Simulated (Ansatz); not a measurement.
Basis-set extrapolation for ClHMg (`[MgH][Cl]`) (PBE0-D4/def2-TZVP geometry, frozen core, Ansatz). Multiplicity 1, RHF reference. For Mg the program correlates outer-core shells too, which these sets cover unevenly, so the extrapolated numbers aren't a true limit.

```json
{"": "HF", "def2-TZVPP": "-659.768049", "def2-QZVPP": "-659.790070"}
{"": "MP2 correlation", "def2-TZVPP": "-0.392397", "def2-QZVPP": "-0.453332"}
{"": "CCSD(T) correlation", "def2-TZVPP": "-0.432048", "def2-QZVPP": "-0.496607"}
```

Energies in hartree. Use E(X) = E(∞) + A·exp(−7.88·√X) for Hartree–Fock and E(X) = E(∞) + B·X^(−2.97) for correlation, with X = 3 and 4.

What is the CCSD(T) energy at the basis-set limit?

HF limit: -659.790070 + (-0.022021) × 0.13774 = -659.79310. Correlation limit: -0.496607 + (-0.064559) × 0.74074 = -0.54443. Total: -660.33753 hartree, 3.74 eV below CCSD(T)/def2-TZVPP.
